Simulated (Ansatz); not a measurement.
The input, for Ansatz 0.2.0:

```yaml
crystal:
  periodic: [false, false, false]
  atoms:
    - {symbol: Si, position_ang: [0.000000, 0.000000, -0.533267]}
    - {symbol: Mg, position_ang: [0.000000, 0.000000, -3.012467]}
    - {symbol: H, position_ang: [0.000000, 0.000000, 3.545733]}
basis:
  gaussian: {orbitals: 6-31G}
magnetization: {spin_polarized: true, initial_magnetization: 3}
correlation: {method: ccsdtq, electrons: outside_noble_gas}
```

```sh
$ ansatz run in.yaml --threads 1 --pin off --events-out ev --progress --plain --max-ram 2393MiB
```

The program prints:

```
538 factors; integrals over basis functions are off by at most 8.8e-8 eV
mean field evaluation 1: about -13303.6164 eV, gradient 5.5e0 eV
mean field evaluation 2: about -13303.6278 eV, gradient 5.5e0 eV
mean field evaluation 4: about -13304.2142 eV, gradient 1.1e0 eV
mean field evaluation 8: about -13304.1009 eV, gradient 2.1e-1 eV
mean field evaluation 16: about -13303.6164 eV, gradient 5.5e0 eV
mean field evaluation 32: about -13304.1014 eV, gradient 1.7e-4 eV
mean field evaluation 64: about -13301.6894 eV, gradient 2.9e0 eV
mean field evaluation 96: about -13303.6735 eV, gradient 1.3e-3 eV
mean field evaluation 128: about -13303.5968 eV, gradient 2.0e0 eV
mean field evaluation 160: about -13304.1539 eV, gradient 9.3e-2 eV
...
mean field -13304.77152401 eV, -488.9413352095 hartree, gradient 2.8e-6 eV, S^2 4.490034; 16 other end points of the search recorded, 0 dependent functions left out
determinant -13304.77152401 eV, -488.9413352095 hartree, with singles and doubles -13306.03834640 eV, -488.9878900734 hartree
determinant -13304.36780435 eV, -488.9264987854 hartree, with singles and doubles -13305.26895075 eV, -488.9596153048 hartree
determinant -13304.15476746 eV, -488.9186698241 hartree, with singles and doubles -13306.00056458 eV, -488.9865016173 hartree
determinant -13303.67351584 eV, -488.9009841533 hartree, with singles and doubles -13305.14626175 eV, -488.9551065673 hartree
determinant -13303.21381854 eV, -488.8840905893 hartree, with singles and doubles -13304.55601820 eV, -488.9334155168 hartree
determinant -13302.32880982 eV, -488.8515671187 hartree, with singles and doubles -13303.62205525 eV, -488.8990930117 hartree
determinant -13301.98357031 eV, -488.8388798007 hartree, with singles and doubles -13303.71477399 eV, -488.9025003624 hartree
determinant -13301.90882098 eV, -488.8361328134 hartree, with singles and doubles -13303.70453873 eV, -488.9021242234 hartree
determinant -13301.62428530 eV, -488.8256763201 hartree, with singles and doubles -13304.26817893 eV, -488.9228376189 hartree
determinant -13304.77152401 eV, -488.9413352095 hartree, with singles and doubles -13306.07163460 eV, -488.9891133922 hartree
determinant -13304.15476746 eV, -488.9186698241 hartree, with singles and doubles -13306.03255897 eV, -488.9876773893 hartree
determinant -13304.10138683 eV, -488.9167081221 hartree, with singles and doubles -13306.06688683 eV, -488.9889389150 hartree
determinant -13304.10138683 eV, -488.9167081221 hartree, with singles and doubles -13306.06931137 eV, -488.9890280150 hartree
10 core orbitals not correlated: weight in the atoms' cores, before any rotation towards them, 1.000 or more for the frozen orbitals, at most 0.000 for the correlated occupied ones
reference -13304.77152401 eV, -488.9413352095 hartree; 5, 2 occupied and 13, 16 virtual orbitals, 538 factors
second order -0.71613587 eV of doubles, -0.00000000 eV of singles
...
cycle  27  -1.40772279 eV  change   -3.7e-6 eV  update   2.3e-6
cycle  28  -1.40772425 eV  change   -1.5e-6 eV  update   1.3e-6
cycle  29  -1.40772448 eV  change   -2.3e-7 eV  update   6.8e-7
cycle  30  -1.40772458 eV  change   -1.0e-7 eV  update   4.3e-7
cycle  31  -1.40772448 eV  change    9.8e-8 eV  update   3.5e-7
cycle  32  -1.40772435 eV  change    1.3e-7 eV  update   2.7e-7
cycle  33  -1.40772423 eV  change    1.3e-7 eV  update   2.0e-7
cycle  34  -1.40772407 eV  change    1.6e-7 eV  update   1.9e-7
cycle  35  -1.40772372 eV  change    3.5e-7 eV  update   1.7e-7
cycle  36  -1.40772344 eV  change    2.8e-7 eV  update   1.1e-7
Total energy: -13306.17924745 eV, -488.9930680916 hartree
```

The determinant's ⟨S²⟩ is 4.49 against 3.75 for a pure state. The T1 diagnostic is 0.109.

For the same geometry and basis full CI lies 0.2 meV lower.

Ran on 1 thread of Intel Xeon, shared host: 25 s wall, 0.19 GiB peak host memory.
